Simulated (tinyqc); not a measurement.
CIS on RHF in the sto-3g basis, for BH2+, spin multiplicity 1, step by step. One step of it, computed by the program tinyqc.

Question. CIS matrix, triplets. A(ia,jb) = (e_a - e_i) d_ij d_ab - (ij|ab).

orbital energies (hartree): MO1 -7.908587, MO2 -0.915310, MO3 -0.779874, MO4 -0.192665, MO5 -0.144596, MO6 0.065329, MO7 0.246727

Two-electron integrals over orbitals (pq|rs), unique and non-zero (hartree):
```
(11|11) 2.892110    (21|11) -0.262741   (21|21) 0.037825    (22|11) 0.615141
(22|21) -0.009439   (22|22) 0.451176    (31|31) 0.008380    (32|31) 0.013774
(32|32) 0.136180    (33|11) 0.530942    (33|21) -0.003707   (33|22) 0.440282
(33|33) 0.458387    (41|11) 0.127108    (41|21) -0.016967   (41|22) 0.009495
(41|33) 0.004483    (41|41) 0.024309    (42|11) -0.088587   (42|21) 0.005600
(42|22) 0.002547    (42|33) 0.011658    (42|41) 0.014498    (42|42) 0.076651
(43|31) -0.001582   (43|32) 0.030733    (43|43) 0.033927    (44|11) 0.690563
(44|21) -0.010647   (44|22) 0.442883    (44|33) 0.414425    (44|41) -0.010325
(44|42) -0.077906   (44|44) 0.554922    (51|51) 0.021634    (52|51) 0.022504
(52|52) 0.077417    (53|53) 0.017551    (54|51) -0.010482   (54|52) -0.030324
(54|54) 0.038664    (55|11) 0.742016    (55|21) -0.009701   (55|22) 0.467733
(55|33) 0.421186    (55|41) 0.004385    (55|42) -0.046455   (55|44) 0.498586
(55|55) 0.586773    (61|11) -0.187116   (61|21) 0.028228    (61|22) -0.003673
(61|33) -0.001173   (61|41) -0.003068   (61|42) 0.013380    (61|44) -0.015155
(61|55) -0.005679   (61|61) 0.026627    (62|11) 0.192462    (62|21) -0.006541
(62|22) 0.050944    (62|33) 0.009175    (62|41) 0.012983    (62|42) -0.003377
(62|44) 0.054931    (62|55) 0.100893    (62|61) 0.001221    (62|62) 0.086719
(63|31) 0.001079    (63|32) -0.066978   (63|43) -0.031974   (63|63) 0.079838
(64|11) 0.100058    (64|21) -0.000454   (64|22) 0.028532    (64|33) 0.000949
(64|41) 0.005978    (64|42) -0.004254   (64|44) 0.045415    (64|55) 0.051061
(64|61) 0.003283    (64|62) 0.055423    (64|64) 0.042668    (65|51) 0.015546
(65|52) 0.048832    (65|54) -0.007808   (65|65) 0.038952    (66|11) 0.569629
(66|21) -0.006979   (66|22) 0.444693    (66|33) 0.442218    (66|41) 0.018929
(66|42) 0.049858    (66|44) 0.399343    (66|55) 0.427973    (66|61) 0.004426
(66|62) 0.033290    (66|64) 0.018363    (66|66) 0.491448    (71|31) 0.012870
(71|32) 0.019441    (71|43) -0.002646   (71|63) 0.001633    (71|71) 0.019830
(72|31) 0.008695    (72|32) -0.006107   (72|43) -0.030566   (72|63) 0.049742
(72|71) 0.012637    (72|72) 0.054566    (73|11) 0.228877    (73|21) -0.005703
(73|22) 0.055980    (73|33) 0.027129    (73|41) 0.000428    (73|42) -0.050907
(73|44) 0.099110    (73|55) 0.116496    (73|61) -0.005158   (73|62) 0.074112
(73|64) 0.047973    (73|66) 0.002141    (73|73) 0.110657    (74|31) -0.007256
(74|32) -0.067455   (74|43) -0.003493   (74|63) 0.045569    (74|71) -0.010730
(74|72) 0.006258    (74|74) 0.053375    (75|53) 0.016684    (75|75) 0.018768
(76|31) 0.009361    (76|32) 0.115728    (76|43) 0.045320    (76|63) -0.081805
(76|71) 0.013389    (76|72) -0.035279   (76|74) -0.058972   (76|76) 0.127090
(77|11) 0.629317    (77|21) -0.008613   (77|22) 0.449241    (77|33) 0.463408
(77|41) 0.003751    (77|42) -0.004116   (77|44) 0.446981    (77|55) 0.448015
(77|61) -0.005884   (77|62) 0.013503    (77|64) 0.001739    (77|66) 0.456829
(77|73) 0.038640    (77|77) 0.494371
```

Give: CIS matrix A, triplet.

Answer.

CIS matrix A, triplet (hartree):
```
         1>4     1>5      1>6      1>7      2>4     2>5      2>6      2>7
1>4   7.0254  0.0000  -0.1001   0.0000   0.0106  0.0000   0.0005   0.0000
1>5   0.0000  7.0220   0.0000   0.0000   0.0000  0.0097   0.0000   0.0000
1>6  -0.1001  0.0000   7.4043   0.0000   0.0005  0.0000   0.0070   0.0000
1>7   0.0000  0.0000   0.0000   7.5260   0.0000  0.0000   0.0000   0.0086
2>4   0.0106  0.0000   0.0005   0.0000   0.2798  0.0000  -0.0285   0.0000
2>5   0.0000  0.0097   0.0000   0.0000   0.0000  0.3030   0.0000   0.0000
2>6   0.0005  0.0000   0.0070   0.0000  -0.0285  0.0000   0.5359   0.0000
2>7   0.0000  0.0000   0.0000   0.0086   0.0000  0.0000   0.0000   0.7128
3>4   0.0000  0.0000   0.0000   0.0073   0.0000  0.0000   0.0000   0.0675
3>5   0.0000  0.0000   0.0000   0.0000   0.0000  0.0000   0.0000   0.0000
3>6   0.0000  0.0000   0.0000  -0.0094   0.0000  0.0000   0.0000  -0.1157
3>7   0.0073  0.0000  -0.0094   0.0000   0.0675  0.0000  -0.1157   0.0000

         3>4     3>5      3>6      3>7
1>4   0.0000  0.0000   0.0000   0.0073
1>5   0.0000  0.0000   0.0000   0.0000
1>6   0.0000  0.0000   0.0000  -0.0094
1>7   0.0073  0.0000  -0.0094   0.0000
2>4   0.0000  0.0000   0.0000   0.0675
2>5   0.0000  0.0000   0.0000   0.0000
2>6   0.0000  0.0000   0.0000  -0.1157
2>7   0.0675  0.0000  -0.1157   0.0000
3>4   0.1728  0.0000  -0.0009   0.0000
3>5   0.0000  0.2141   0.0000   0.0000
3>6  -0.0009  0.0000   0.4030   0.0000
3>7   0.0000  0.0000   0.0000   0.5632
```
